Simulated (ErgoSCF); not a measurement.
**One shape, several levels: CH2F (SMILES [CH2]F)**

Wanted: a comparison of 6 runs (UHF/STO-3G, UHF/3-21G, UHF/def2-SVP, UB3LYP/6-31G*, UPBE/6-31G*, UPBE0/def2-SVP) of CH2F. 

The results are computed with ErgoSCF 3.8.

### Step 1. The system as given

The species is CH2F (4 atoms), typed as a doublet with charge 0. SMILES: `[CH2]F`. The coordinates come from a PBE0-D4/def2-TZVP relaxation.

Bond lengths: C1–F2 1.331 Å, C1–H3 1.082 Å, C1–H4 1.082 Å. Angles: F2–C1–H3 115.1°, F2–C1–H4 115.1°, H3–C1–H4 124.6°.

### Step 2. A single-point energy at UHF/STO-3G (run 1)

Input file geom.xyz:

```xyz
4
CH2F
C     -0.030100    -0.057600    -0.131100
F      0.950000     0.694000     0.364600
H     -0.946900     0.472300    -0.352500
H      0.027000    -1.108700     0.119000
```

Input file ergo.in:

```
set_nthreads(1)
molecule "geom.xyz"
scf.max_number_of_iterations = 120
scf.output_mulliken_pop = 1
charge = 0
spin_polarization = 1
basis = "STO-3G"
tmpdir = "."
scf.use_diagonalization = 1
run "HF"
```

The basis set STO-3G is read from a file made from the Basis Set Exchange's data (not shown).

Started as:

```console
$ ergo ergo.in
```

Output:

```text
INMA ERGO version 3.8
[... 48 lines left out ...]
INSC nuclearEnergy, energy_2el, energy = 32.286144, 85.505862, -136.529619
[... 54 lines left out ...]
INSC nuclearEnergy, energy_2el, energy = 32.286144, 85.457490, -136.533337
[... 47 lines left out ...]
RESC CONVERGED after  13 iterations.
[... 5 lines left out ...]
INSC SCF: dipole_moment_z [atomic units] =      -0.05382903
[... 10 lines left out ...]
INSC Sum of Mulliken atomic spin densities:       1.0000000
```

Wall time 0.64 s (1 thread of Arm Neoverse V2, shared host); peak memory 0.26 GiB.

### Step 3. The energy at UHF/3-21G (run 2)

Input file run.inp:

```
set_nthreads(1)
molecule_inline
C     -0.05688076    -0.10884822    -0.24774309
F      1.79523982     1.31146993     0.68899415
H     -1.78938167     0.89251765    -0.66612846
H      0.05102261    -2.09513935     0.22487741
EOF
spin_polarization = 1
basis = "3-21G"
scf.output_mulliken_pop = 1
charge = 0
scf.use_diagonalization = 1
tmpdir = "."
scf.max_number_of_iterations = 120
run "HF"
```

The basis set 3-21G is read from a file made from the Basis Set Exchange's data (not shown).

Started as:

```console
$ ergo run.inp
```

Output:

```text
INMA ERGO version 3.8
[... 20 lines left out ...]
INSC nuclearEnergy, energy_2el, energy = 32.286145, 68.526384, -85.701944
[... 68 lines left out ...]
INSC nuclearEnergy, energy_2el, energy = 32.286145, 84.874765, -137.641700
[... 66 lines left out ...]
INSC nuclearEnergy, energy_2el, energy = 32.286145, 84.561470, -137.651085
[... 65 lines left out ...]
INSC nuclearEnergy, energy_2el, energy = 32.286145, 84.562197, -137.651086
[... 9 lines left out ...]
INSC SCF: dipole_moment_z [atomic units] =      -0.14158781
[... 10 lines left out ...]
INSC Sum of Mulliken atomic spin densities:       1.0000000
```

It took 0.88 s on 1 thread of Arm Neoverse V2, shared host; peak memory 0.26 GiB.

### Step 4. A single-point energy at UHF/def2-SVP (run 3)

Input file molecule.xyz:

```xyz
4

C     -0.030100    -0.057600    -0.131100
F      0.950000     0.694000     0.364600
H     -0.946900     0.472300    -0.352500
H      0.027000    -1.108700     0.119000
```

Input file ergo.in:

```
set_nthreads(1)
molecule "molecule.xyz"
basis = "def2-SVP"
tmpdir = "."
scf.output_mulliken_pop = 1
spin_polarization = 1
scf.use_diagonalization = 1
scf.max_number_of_iterations = 120
run "HF"
```

The basis set def2-SVP is read from a file made from the Basis Set Exchange's data (not shown).

Started as:

```console
$ ergo < ergo.in
```

Output:

```text
INMA ERGO version 3.8
[... 14 lines left out ...]
INSC nuclearEnergy, energy_2el, energy = 32.286144, 62.325822, -53.277271
[... 68 lines left out ...]
INSC nuclearEnergy, energy_2el, energy = 32.286144, 85.110245, -138.284931
[... 66 lines left out ...]
INSC nuclearEnergy, energy_2el, energy = 32.286144, 84.687572, -138.296274
[... 65 lines left out ...]
INSC nuclearEnergy, energy_2el, energy = 32.286144, 84.688846, -138.296274
[... 9 lines left out ...]
INSC SCF: dipole_moment_z [atomic units] =      -0.12885501
[... 10 lines left out ...]
INSC Sum of Mulliken atomic spin densities:       1.0000000
```

Run time: 4.2 s. Hardware: 1 thread of Arm Neoverse V2, shared host; peak memory 0.26 GiB.

Runs 4 to 5 aren't shown in full; the table further down has their settings and results.

### Step 5. The energy at UPBE0/def2-SVP (run 6)

molecule.xyz, as its differences from that of step 4:

```diff
@@ -1,3 +1,3 @@
 4
-
+CH2F
 C     -0.030100    -0.057600    -0.131100
```

Input file job.ego:

```
set_nthreads(1)
molecule "molecule.xyz"
scf.use_diagonalization = 1
basis = "def2-SVP"
scf.output_mulliken_pop = 1
spin_polarization = 1
XC.angint = 41
tmpdir = "."
XC.radint = 1e-11
scf.max_number_of_iterations = 120
charge = 0
XC.sparse_mode = 0
run "PBE0"
```

The basis set def2-SVP is read from a file made from the Basis Set Exchange's data (not shown).

Started as:

```console
$ ergo job.ego
```

Output:

```text
INMA ERGO version 3.8
[... 41 lines left out ...]
INSC nuclearEnergy, energy_2el, energy = 32.286144, 113.132084, -130.066910
[... 63 lines left out ...]
INSC nuclearEnergy, energy_2el, energy = 32.286144, 84.250030, -138.816295
[... 60 lines left out ...]
INSC nuclearEnergy, energy_2el, energy = 32.286144, 84.192619, -138.817762
[... 51 lines left out ...]
RESC CONVERGED after  16 iterations.
[... 5 lines left out ...]
INSC SCF: dipole_moment_z [atomic units] =      -0.05569428
[... 10 lines left out ...]
INSC Sum of Mulliken atomic spin densities:       1.0000000
```

Wall time 5.7 s (1 thread of Arm Neoverse V2, shared host); peak memory 0.26 GiB.

### Step 6. All runs side by side

```csv
run,level,integration grid,radint,angular grid order,energy (Eh),dipole moment (D),⟨S²⟩,wall time
1,UHF/STO-3G,–,–,–,-136.533337,0.91,0.761,0.64 s
2,UHF/3-21G,–,–,–,-137.651086,1.85,0.760,0.88 s
3,UHF/def2-SVP,–,–,–,-138.296274,1.74,0.760,4.2 s
4,UB3LYP/6-31G* (spherical functions),Turbo,1e-11,41,-139.062086,1.20,0.753,6.9 s
5,UPBE/6-31G* (spherical functions),Turbo,1e-11,41,-138.908229,1.04,0.753,4.5 s
6,UPBE0/def2-SVP,Turbo,1e-11,41,-138.817762,1.30,0.754,5.7 s
```

### Step 7. What came out

| quantity | value |
| --- | --- |
| run 6: total energy | -138.81776 Eh |
| run 6: dipole moment | 1.30 D |
| run 6: ⟨S²⟩ | 0.754 |

What this shows: The dipole moment runs from 0.91 D (UHF/STO-3G) to 1.85 D (UHF/3-21G). Basis or surroundings differ between these two runs. Totals of different functionals can't be ranked against each other. All runs together took 23 s, the longest 6.9 s.
